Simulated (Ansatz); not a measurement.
A made-up structure of BSiH2O, doublet:

B1  (0.471, 1.923, -0.179)
Si2  (0.586, 0.423, 0.093)
O3  (-0.944, -0.705, -0.145)
H4  (-1.747, -1.231, -0.281)
H5  (1.808, -0.295, 0.542)
(Å)

It is relaxed with PBE-D4/def2-SVP and then PBE0-D4/def2-TZVP (Ansatz 0.2.0). Atoms count as bonded within 1.22 times the sum of their covalent radii (H–H: 0.88 Å). The end point is not checked to be a true minimum.

Problem. Does its bonding change? (Judge from chemistry; the calculation decides.)

Solution. By the calculation: No: no bond forms or breaks.

Where it ends: The first stage lowers the energy by 3.70 eV in 17 steps. It ends as BSiH₂O ([B][SiH][OH]):
```
5
angstrom
B 0.3781 2.0762 -0.4090
Si 0.3306 0.2203 0.3768
O -0.6473 -0.9975 -0.1484
H -1.5801 -0.8001 -0.2539
H 1.6931 -0.3847 0.4640
```

Labels in which every atom is bracketed show which atoms are joined, not bond orders.

For scale, one of the runs: PBE0-D4/def2-TZVP relaxation, 111 basis functions, launched by `ansatz run in.yaml --threads 2 --pin off --events-out ev --progress --plain --max-ram 4352MiB`. Hardware: 2 CPU threads of an Arm Neoverse V1, shared host. Wall time about 40 s.
